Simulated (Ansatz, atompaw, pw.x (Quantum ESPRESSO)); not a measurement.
## From atom to crystal: PAW (atompaw) potential for gallium (Ga)

Ga (Z = 31), PAW, made with atompaw 4.2.0.5 (LDA (PW92), scalar-relativistic). Core [Ar] 3d10, reference 4s2 4p1. Waves: 4s (bound): rc 1.76 bohr; 4s channel at 2.7 Ry: rc 2.12 bohr; 4p (bound): rc 2.12 bohr; 4p channel at 4.8 Ry: rc 2.12 bohr; 4d channel at 0.35 Ry: rc 1.90 bohr; 4d channel at 3.1 Ry: rc 2.12 bohr. Local part: bessel scheme, radius 2.00 bohr. Core correction: smooth core density matched at 1.86 bohr. Augmentation charge: besselshape compensation charge, radius 2.00 bohr; PAW radius 2.12 bohr; waves and projectors: custom polynom vanderbiltortho.

Atomic tests: cutoffs needed: 15 Ry and 18 Ry (the cutoffs (Ry, on a coarse ladder) from which the occupation-weighted sum of valence levels, in a spherical-Bessel basis at the reference potential, stays within 10 and 1 mRy of its value at 400 Ry); ghost test: no extra level below or beside the all-electron valence levels (s, p, d, f tested) (spherical-Bessel basis up to 400 Ry, 20 bohr box); lowest eigenvalue of the overlap operator: 0.07 (s channel).

Crystal test: diamond Ga in pw.x 7.5, no spin, 8³ k-points, Fermi–Dirac smearing 0.01 Ry, cutoffs 40/400 Ry. The reference is all-electron LAPW (Ansatz 0.2.0) with the same functional, mesh and smearing; V0 and B0 come from Birch–Murnaghan fits to the pressures at five volumes. Errors are pseudo minus all-electron; Δ is the rms difference of the E(V) curves that follow from these fits, minima aligned, over ±6 % about the mean V0. Mesh and smearing are coarse, so the numbers serve the comparison and aren't converged zero-temperature values; the lattice is a test structure that the element need not adopt.

```json
{"V (Å³/atom)": "21.773", "P all-electron (GPa)": "2.85", "P pseudo (GPa)": "0.96"}
{"V (Å³/atom)": "22.346", "P all-electron (GPa)": "1.35", "P pseudo (GPa)": "-0.38"}
{"V (Å³/atom)": "22.919", "P all-electron (GPa)": "0.04", "P pseudo (GPa)": "-1.54"}
{"V (Å³/atom)": "23.492", "P all-electron (GPa)": "-1.09", "P pseudo (GPa)": "-2.55"}
{"V (Å³/atom)": "24.065", "P all-electron (GPa)": "-2.07", "P pseudo (GPa)": "-3.43"}
```

All-electron: a0 = 5.683 Å (V0 = 22.94 Å³/atom), B0 = 48.4 GPa.

Pseudopotential: mean pressure error (GPa): -1.60; a0 (Å): 5.619; a0 error (%): -1.12; B0 error (%): +4.2; Δ (meV/atom): 8.3. This is a poor potential for the solid.

Question: At the middle volume, how do free energy and pressure move when the wave cutoff is lowered (ecutrho held at 400 Ry)?

Answer:

```json
{"cutoff (Ry)": "18", "shift of F (meV/atom)": "+69.1", "shift of P (GPa)": "+0.29"}
{"cutoff (Ry)": "24", "shift of F (meV/atom)": "+28.5", "shift of P (GPa)": "-0.20"}
{"cutoff (Ry)": "32", "shift of F (meV/atom)": "+3.0", "shift of P (GPa)": "+0.03"}
```

Input at the middle volume:

```
&control
  calculation='scf', prefix='x', pseudo_dir='./', outdir='./tmp', tstress=.true., disk_io='none'
/
&system
  ibrav=0, nat=2, ntyp=1, ecutwfc=40, ecutrho=400, nbnd=10,
  occupations='smearing', smearing='fd', degauss=0.01
/
&electrons
  conv_thr=1e-09, mixing_beta=0.4, electron_maxstep=70
/
ATOMIC_SPECIES
Ga 1.0 Ga.UPF
CELL_PARAMETERS angstrom
  0.00000000 2.84052460 2.84052460
  2.84052460 0.00000000 2.84052460
  2.84052460 2.84052460 0.00000000
ATOMIC_POSITIONS crystal
Ga 0.0000 0.0000 0.0000
Ga 0.2500 0.2500 0.2500
K_POINTS automatic
8 8 8 0 0 0
```

```bash
pw.x < Ga.scf.in > Ga.scf.out
```

Lines of the output:

```
Message from routine setup:
     using ibrav=0 with symmetry is DISCOURAGED, use correct ibrav instead
     lattice parameter (alat)  =       7.5912  a.u.
     unit-cell volume          =     309.3302 (a.u.)^3
     number of electrons       =         6.00
     number of Kohn-Sham states=           10
     kinetic-energy cutoff     =      40.0000  Ry
     charge density cutoff     =     400.0000  Ry
     scf convergence threshold =      1.0E-09
     Exchange-correlation= SLA PW NOGX NOGC
     number of k points=    29  Fermi-Dirac smearing, width (Ry)=  0.0100
     iteration #  1     ecut=    40.00 Ry     beta= 0.40
     c_bands:  1 eigenvalues not converged
     c_bands:  5 eigenvalues not converged
     c_bands:  3 eigenvalues not converged
     total energy              =    -295.52750924 Ry
     estimated scf accuracy    <       0.00663493 Ry
     iteration #  2     ecut=    40.00 Ry     beta= 0.40
     negative rho (up, down):  2.495E-04 0.000E+00
     total energy              =    -295.52713818 Ry
     estimated scf accuracy    <       0.00229360 Ry
     iteration #  3     ecut=    40.00 Ry     beta= 0.40
     negative rho (up, down):  2.603E-04 0.000E+00
     total energy              =    -295.52724355 Ry
     estimated scf accuracy    <       0.00000167 Ry
     iteration #  4     ecut=    40.00 Ry     beta= 0.40
     c_bands:  1 eigenvalues not converged
     c_bands:  1 eigenvalues not converged
     c_bands:  1 eigenvalues not converged
     c_bands:  1 eigenvalues not converged
     c_bands:  3 eigenvalues not converged
     [... 6 repeated lines left out ...]
     negative rho (up, down):  2.577E-04 0.000E+00
     total energy              =    -295.52738660 Ry
     estimated scf accuracy    <       0.00000076 Ry
     iteration #  5     ecut=    40.00 Ry     beta= 0.40
     [... 1 repeated lines left out ...]
     negative rho (up, down):  2.212E-04 0.000E+00
     total energy              =    -295.52738631 Ry
     estimated scf accuracy    <       0.00000036 Ry
     iteration #  6     ecut=    40.00 Ry     beta= 0.40
     negative rho (up, down):  2.285E-04 0.000E+00
     total energy              =    -295.52738632 Ry
     estimated scf accuracy    <       0.00000001 Ry
     iteration #  7     ecut=    40.00 Ry     beta= 0.40
     negative rho (up, down):  2.300E-04 0.000E+00
     the Fermi energy is     3.1239 ev
!    total energy              =    -295.52738632 Ry
     estimated scf accuracy    <          2.7E-10 Ry
     smearing contrib. (-TS)   =      -0.00550680 Ry
     The total energy is F=E-TS. E is the sum of the following terms:
     one-electron contribution =       4.22617526 Ry
     hartree contribution      =       0.44033223 Ry
     xc contribution           =      -7.64474775 Ry
     ewald contribution        =      -9.03183056 Ry
     one-center paw contrib.   =    -283.51180871 Ry
     convergence has been achieved in   7 iterations
     negative rho (up, down):  2.300E-04 0.000E+00
          total   stress  (Ry/bohr**3)                   (kbar)     P=      -15.44
     Message from routine punch:
     Nothing written, as per user request (disk_io='none')
```

The run at the middle volume (29 k-points, 7 iterations) took about 8.6 s on one core of a shared host (Intel(R) Xeon(R) 6975P-C, 192 threads, 378 GiB, load 44).
